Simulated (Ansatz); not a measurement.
**Si₂H₆O: a reaction path by the nudged elastic band**

What path joins these two structures, and how high does it climb? Both ends were relaxed at PBE0-D4 in triple zeta.

Computed with Ansatz 0.2.0, Gaussian basis. Level: PBE0-D4/def2-SVP.

17 further runs of the same task are left out: 1 that didn't finish, 16 set aside as unsound or not needed.

### 1 Where the work starts

The first end: 9 atoms, charge 0, spin multiplicity 1.

Atoms are counted from 1 here; the program's logs count them from 0.

Bond lengths: Si1–Si2 2.382 Å, Si1–H5 1.532 Å, Si2–H6 1.513 Å, Si2–H7 1.491 Å, Si2–H8 1.491 Å, H3–O4 0.964 Å, O4–H9 0.969 Å. Angles: Si2–Si1–H5 87.3°, Si1–Si2–H6 106.8°, Si1–Si2–H7 116.8°, Si1–Si2–H8 113.9°, H6–Si2–H7 104.9°, H6–Si2–H8 106.4°, H7–Si2–H8 107.2°, H3–O4–H9 108.5°.

Coordinates:

```
Si    0.2770    1.5282    0.0245
Si    1.1058   -0.6683    0.4276
H    -1.9426    1.1335   -1.2345
O    -1.1327    0.6153   -1.1703
H    -0.6596    1.3164    1.2177
H    -0.0414   -1.6213    0.1717
H     2.2059   -1.1452   -0.4592
H     1.5410   -0.9014    1.8347
H    -1.3535   -0.2572   -0.8122
```

The second end:

```mol
H6OSi2
  3D, bonds by distance, orders not assigned

  9  8  0  0  0  0  0  0  0  0999 V2000
   -0.5446    0.7213   -0.0559 Si  0  0
    1.1498   -0.8225    0.4043 Si  0  0
    0.0234    1.9440   -0.6965 H   0  0
   -1.6251   -0.0308   -1.0568 O   0  0
   -1.2003    1.1683    1.2084 H   0  0
    0.5988   -2.0280    1.0786 H   0  0
    1.8401   -1.2398   -0.8451 H   0  0
    2.1460   -0.1844    1.3085 H   0  0
   -2.3882    0.4717   -1.3455 H   0  0
  1  2  8  0
  1  3  8  0
  1  4  8  0
  1  5  8  0
  2  6  8  0
  2  7  8  0
  2  8  8  0
  4  9  8  0
M  END
```

### 2 The band at PBE0-D4/def2-SVP

Input file neb/in.yaml:

```yaml
crystal:
  periodic: [false, false, false]
  atoms:
    - {symbol: Si, position_ang: [0.276975, 1.528162, 0.024521]}
    - {symbol: Si, position_ang: [1.105815, -0.668329, 0.427642]}
    - {symbol: H, position_ang: [-1.942601, 1.133465, -1.234470]}
    - {symbol: O, position_ang: [-1.132734, 0.615341, -1.170345]}
    - {symbol: H, position_ang: [-0.659575, 1.316434, 1.217727]}
    - {symbol: H, position_ang: [-0.041388, -1.621343, 0.171705]}
    - {symbol: H, position_ang: [2.205857, -1.145209, -0.459181]}
    - {symbol: H, position_ang: [1.541022, -0.901363, 1.834745]}
    - {symbol: H, position_ang: [-1.353472, -0.257158, -0.812244]}
basis:
  gaussian: {orbitals: def2-SVP}
hamiltonian: {xc: pbe0, dispersion: d4}
neb:
  images: 5
  climbing: true
  max_iterations: 40
  initial_path: idpp
  final_atoms:
    - {symbol: Si, position_ang: [-0.544636, 0.721322, -0.055895]}
    - {symbol: Si, position_ang: [1.149835, -0.822470, 0.404342]}
    - {symbol: H, position_ang: [0.023433, 1.944026, -0.696473]}
    - {symbol: O, position_ang: [-1.625073, -0.030785, -1.056825]}
    - {symbol: H, position_ang: [-1.200279, 1.168349, 1.208447]}
    - {symbol: H, position_ang: [0.598837, -2.027996, 1.078586]}
    - {symbol: H, position_ang: [1.840053, -1.239764, -0.845111]}
    - {symbol: H, position_ang: [2.145976, -0.184369, 1.308540]}
    - {symbol: H, position_ang: [-2.388245, 0.471686, -1.345511]}
```

Run with:

```bash
$ ansatz run in.yaml --threads 2 --pin off --events-out ev --progress --plain --max-ram 4352MiB
```

Log (excerpt; [...] marks lines left out):

```text
Functional definition: PBE0
  name "PBE0"
  cite "Adamo & Barone, J. Chem. Phys. 110, 6158 (1999) doi:10.1063/1.478522"
  cite "Perdew, Burke & Ernzerhof, Phys. Rev. Lett. 77, 3865 (1996) doi:10.1103/PhysRevLett.77.3865"
  parent pbe
[...]
818 factors; integrals over basis functions are off by at most 3.1e-4 eV
[...]
mean field -17882.89956540 eV, -657.1844375639 hartree, gradient 2.2e-5 eV, S^2 0.000000; 0 other end points of the search recorded, 0 dependent functions left out
[...]
reference -17882.89959190 eV, -657.1844385378 hartree; 21, 21 occupied and 59, 59 virtual orbitals, 818 factors
[... from here to the last solve, the lines of the solves are left out (129 solves) ...]
WARN: NEB end point (image 0): max|allowed force component| = 2.119e-1 eV/Å (the criterion of neb.relax_end_points is 1.000e-2). That is over neb.f_tol: it is no minimum, so the barrier can be far off. Relax it first
WARN: NEB end point (image 6): max|allowed force component| = 4.065e-1 eV/Å (the criterion of neb.relax_end_points is 1.000e-2). That is over neb.f_tol: it is no minimum, so the barrier can be far off. Relax it first
NEB iter   1: max|band force component| = 4.586e0 eV/Å  barrier→ = 2.2668 eV  barrier← = 4.3738 eV  Δτ_max = 0.2000 Å  (165 SCF iters)
[...]
NEB iter   5: max|band force component| = 6.872e-1 eV/Å  barrier→ = 0.4882 eV  barrier← = 2.5952 eV  Δτ_max = 0.2000 Å  (120 SCF iters)
[...]
NEB iter   9: max|band force component| = 4.568e-1 eV/Å  barrier→ = 1.0360 eV  barrier← = 3.1430 eV  CI = image 3  Δτ_max = 0.1565 Å  (124 SCF iters)
[...]
NEB iter  13: max|band force component| = 5.921e-2 eV/Å  barrier→ = 1.0155 eV  barrier← = 3.1225 eV  CI = image 3  Δτ_max = 0.0643 Å  (109 SCF iters)
[...]
NEB iter  17: max|band force component| = 8.795e-2 eV/Å  barrier→ = 1.0092 eV  barrier← = 3.1162 eV  CI = image 3  Δτ_max = 0.0575 Å  (112 SCF iters)
NEB iter  18: max|band force component| = 8.511e-2 eV/Å  barrier→ = 1.0087 eV  barrier← = 3.1157 eV  CI = image 3  Δτ_max = 0.0169 Å  (110 SCF iters)
[...]
NEB iter  19: max|band force component| = 4.500e-2 eV/Å  barrier→ = 1.0084 eV  barrier← = 3.1154 eV  CI = image 3  CI's point: of a kind that is not told: the force calls were inconclusive, a negative curvature could not be distinguished from the path's own, the only one lies far off the [...]
Total energy: -17882.04172766 eV, -657.1529126082 hartree
Atom 0 at    -0.310330     0.963859     0.219638 Å, force    -0.001801     0.005128    -0.004845 eV/Å
Atom 1 at     1.232899    -0.786488     0.497549 Å, force    -0.007088     0.001027     0.001002 eV/Å
Atom 2 at    -0.802114     1.628362    -1.170163 Å, force     0.008713     0.002432     0.000857 eV/Å
Atom 3 at    -1.286601     0.439357    -1.357334 Å, force    -0.008039     0.004826     0.008931 eV/Å
Atom 4 at    -1.326185     0.758213     1.316508 Å, force     0.005309    -0.004905    -0.002477 eV/Å
Atom 5 at     0.538935    -2.114274     0.512114 Å, force     0.003075    -0.002334     0.002722 eV/Å
Atom 6 at     2.239623    -0.786211    -0.607447 Å, force    -0.002691     0.001846    -0.001424 eV/Å
Atom 7 at     1.956038    -0.604486     1.796276 Å, force     0.001528    -0.001231     0.001364 eV/Å
Atom 8 at    -2.242365     0.501669    -1.207041 Å, force     0.000994    -0.006789    -0.006130 eV/Å
Dipole moment:    -0.365098     0.043696    -0.004695 e Å
```

Wall time 2.6 min (2 threads of Arm Neoverse V1, shared host).

The last band:

| image | path (Å) | energy (kcal/mol) | Si1–H3 (Å) | Si1–O4 (Å) | H3–O4 (Å) |
| --- | --- | --- | --- | --- | --- |
| 0 | 0.00 | 0.0 | 2.58 | 2.06 | 0.96 |
| 1 | 0.96 | -0.1 | 2.59 | 2.08 | 0.97 |
| 2 | 1.92 | 0.6 | 2.51 | 2.09 | 0.97 |
| 3 | 2.89 | 23.3 | 1.62 | 1.93 | 1.30 |
| 4 | 3.54 | -23.6 | 1.48 | 1.70 | 2.01 |
| 5 | 4.20 | -47.9 | 1.50 | 1.67 | 2.56 |
| 6 | 4.85 | -48.6 | 1.49 | 1.65 | 2.60 |

The highest image, 3:

```
Si   -0.3103    0.9639    0.2196
Si    1.2329   -0.7865    0.4975
H    -0.8021    1.6284   -1.1702
O    -1.2866    0.4394   -1.3573
H    -1.3262    0.7582    1.3165
H     0.5389   -2.1143    0.5121
H     2.2396   -0.7862   -0.6074
H     1.9560   -0.6045    1.7963
H    -2.2424    0.5017   -1.2070
```

### 3 Summary of results

| quantity | value |
| --- | --- |
| PBE0-D4/def2-SVP, 19 iterations | highest 23.3 kcal/mol (image 3), last end -48.6 kcal/mol |
| from earlier runs: barrier over the separately found saddle, CCSD(T)/def2-TZVPP | 24.4 kcal/mol |

In words: The highest image lies 23.3 kcal/mol above the first end, and it climbed, so it estimates the saddle. The ends are not quite minima at this level (largest force component 0.41 eV/Å), so the heights are unreliable: relaxing the first end would lower it and raise the barrier above it. The highest image is 1.2 kcal/mol below the CCSD(T) barrier in triple zeta, which comes from separate runs on the saddle.
